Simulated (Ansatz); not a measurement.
# PH₂− (singlet): wave-function methods side by side, aug-cc-pVTZ

An exercise on one series of results from a longer session: the logs are not shown, and one member is left open.

The runs use Ansatz 0.2.0, Gaussian basis; aug-cc-pVTZ, core rule «outside noble gas», up to 5 orbitals frozen.

Plan: UHF; CCSD(T) on RHF; BCCD(T) on RHF; CCSDT(Q) on RHF; CASSCF and MRCISD+Q, 8 electrons in 6 orbitals; CASSCF and MRCISD+Q(relaxed), 8 electrons in 6 orbitals; CASSCF and NEVPT2, 8 electrons in 6 orbitals.

3 further runs of the same task are left out: 3 set aside as unsound or not needed.

## The geometry

The geometry is a PBE0/def2-TZVPD stationary point (not a proven minimum).

3 atoms, charge -1, spin multiplicity 1.

Atoms are counted from 1 here; the program's logs count them from 0.

Bond lengths: P1–H2 1.436 Å, P1–H3 1.436 Å. Angles: H2–P1–H3 91.6°.

Set-up of the first run:

in.yaml reads:

```yaml
crystal:
  periodic: [false, false, false]
  atoms:
    - {symbol: P, position_ang: [0.000000, -0.061164, 0.000000]}
    - {symbol: H, position_ang: [0.000000, 0.939781, -1.030106]}
    - {symbol: H, position_ang: [0.000000, 0.939781, 1.030106]}
basis:
  gaussian: {orbitals: aug-cc-pVTZ}
total_charge: -1
magnetization: {spin_polarized: true, initial_magnetization: 0}
hamiltonian: {xc: hf}
output: {orbitals: {seedname: orbitals}}
```

Command:

```
$ ansatz run in.yaml --threads 1 --pin off --events-out ev --progress --plain --max-ram 4096MiB --backend cpu
```

Among the steps run: UHF; CCSD(T) on RHF; BCCD(T) on RHF; CCSDT(Q) on RHF; CASSCF and MRCISD+Q, 8 electrons in 6 orbitals; CASSCF and MRCISD+Q(relaxed), 8 electrons in 6 orbitals; CASSCF and NEVPT2, 8 electrons in 6 orbitals.

One of the session's tables, all rows but one given; the rest of the session is left out.

It belongs to the step «Misses and costs». 

```
                   method  from RCCSDT(Q) (meV)
                      RHF               +5863.3
                     RMP2                +913.8
                    RCCSD                +294.1
                 RCCSD(T)                 +37.1
                  BCCD(T)                 +36.0
                   RCCSDT                 +14.1
                RCCSDT(Q)                     0
           CASSCF valence               +5003.7
           NEVPT2 valence               +1284.1
           MRCISD valence                +492.8
         MRCISD+Q valence                     ?
MRCISD+Q(relaxed) valence                 +57.9
```

**Question.** Estimate the row for MRCISD+Q valence.

As computed: from RCCSDT(Q) (meV): +82.8. In the column «from RCCSDT(Q) (meV)» it lies between MRCISD+Q(relaxed) valence (+57.9) and RCCSD (+294.1).
